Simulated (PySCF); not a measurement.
Species: DMABN, C₉H₁₀N₂.
Bonds: C1–N2, N2–C3, N2–C4, C4–C5 (aromatic), C5–C6 (aromatic), C6–C7 (aromatic), C7–C8, C8–N9 (triple), C7–C10 (aromatic), C10–C11 (aromatic), C4–C11 (aromatic). Hydrogens: H12, H13, H14 on C1; H15, H16, H17 on C3; H18 on C5; H19 on C6; H20 on C10; H21 on C11.

The same species was optimised twice, with GFN2-xTB and with PBE0-D3(BJ)/def2-SVP (PySCF), and the same property calculations (PySCF, gas phase) were run on both structures.

```csv
coordinate,GFN2-xTB,PBE0-D3(BJ)/def2-SVP,change
C7–C8 (Å),1.407,1.427,+0.020
C8≡N9 (Å),1.149,1.161,+0.012
C4–C5 (Å),1.407,1.416,+0.009
C5–C6 (Å),1.375,1.384,+0.009
C10–C11 (Å),1.375,1.384,+0.009
C4–C11 (Å),1.407,1.416,+0.009
C7–C10 (Å),1.397,1.404,+0.007
C6–C7 (Å),1.397,1.404,+0.007
N2–C4 (Å),1.365,1.368,+0.003
C1–N2 (Å),1.442,1.440,-0.002
N2–C3 (Å),1.442,1.440,-0.002
C1–N2–C3 (°),118.9,119.9,+1.0
C1–N2–C4 (°),120.5,120.0,-0.5
C3–N2–C4 (°),120.5,120.1,-0.4
C5–C6–C7 (°),120.7,121.0,+0.3
C6–C7–C10 (°),118.7,118.4,-0.3
C7–C10–C11 (°),120.7,120.9,+0.2
C4–C5–C6 (°),121.3,121.1,-0.2
C8–C7–C10 (°),120.7,120.8,+0.1
C1–N2–C4–C5 (°),180,179,-1
```

Rotational constants: A = 3513, B = 586.5, C = 505.8 MHz (GFN2-xTB) against A = 3474, B = 579.8, C = 500.0 MHz (PBE0-D3(BJ)/def2-SVP). Atoms that the bonding makes alike are paired by their places after alignment.

On the GFN2-xTB structure: HOMO (eV) -6.07 [PBE0/pcSseg-1]; LUMO (eV) -0.81 [PBE0/pcSseg-1]; dipole (D) 7.93 [PBE0/pcSseg-1]; GIAO shielding of C1/C3 (mean) (ppm) 144.2 [PBE0/pcSseg-1]; GIAO shielding of N2 (ppm) 193.0 [PBE0/pcSseg-1]; GIAO shielding of C4 (ppm) 33.8 [PBE0/pcSseg-1]; GIAO shielding of C5/C11 (mean) (ppm) 73.0 [PBE0/pcSseg-1]; GIAO shielding of C6/C10 (mean) (ppm) 45.7 [PBE0/pcSseg-1]; GIAO shielding of C7 (ppm) 83.9 [PBE0/pcSseg-1]; GIAO shielding of C8 (ppm) 61.4 [PBE0/pcSseg-1]; GIAO shielding of N9 (ppm) -43.1 [PBE0/pcSseg-1].

Task: What do these properties become on the PBE0-D3(BJ)/def2-SVP structure?

Result: 
| property | level | on GFN2-xTB | on PBE0-D3(BJ)/def2-SVP | change |
| --- | --- | --- | --- | --- |
| HOMO (eV) | PBE0/pcSseg-1 | -6.07 | -6.10 | -0.03 |
| LUMO (eV) | PBE0/pcSseg-1 | -0.81 | -0.87 | -0.06 |
| dipole (D) | PBE0/pcSseg-1 | 7.93 | 7.92 | -0.01 |
| energy, GFN2-xTB geometry as zero (kcal/mol) | PBE0/pcSseg-1 | 0.0 | -0.3 | -0.3 |
| GIAO shielding of C1/C3 (mean) (ppm) | PBE0/pcSseg-1 | 144.2 | 143.1 | -1.1 |
| GIAO shielding of N2 (ppm) | PBE0/pcSseg-1 | 193.0 | 190.8 | -2.2 |
| GIAO shielding of C4 (ppm) | PBE0/pcSseg-1 | 33.8 | 31.8 | -2.0 |
| GIAO shielding of C5/C11 (mean) (ppm) | PBE0/pcSseg-1 | 73.0 | 70.6 | -2.4 |
| GIAO shielding of C6/C10 (mean) (ppm) | PBE0/pcSseg-1 | 45.7 | 44.0 | -1.7 |
| GIAO shielding of C7 (ppm) | PBE0/pcSseg-1 | 83.9 | 80.7 | -3.2 |
| GIAO shielding of C8 (ppm) | PBE0/pcSseg-1 | 61.4 | 59.3 | -2.1 |
| GIAO shielding of N9 (ppm) | PBE0/pcSseg-1 | -43.1 | -48.9 | -5.8 |

The heavy atoms differ by 0.018 Å rms after alignment. Among bonds between heavy atoms C7–C8 changes most (+0.020 Å). Changes are differences of the printed values. Neither structure is proved a minimum here.

The values belong to the conformer `[CH3:1][N:2]([CH3:3])[c:4]1[cH:5][cH:6][c:7]([C:8]#[N:9])[cH:10][cH:11]1`: C1–N2–C4–C5 179°.
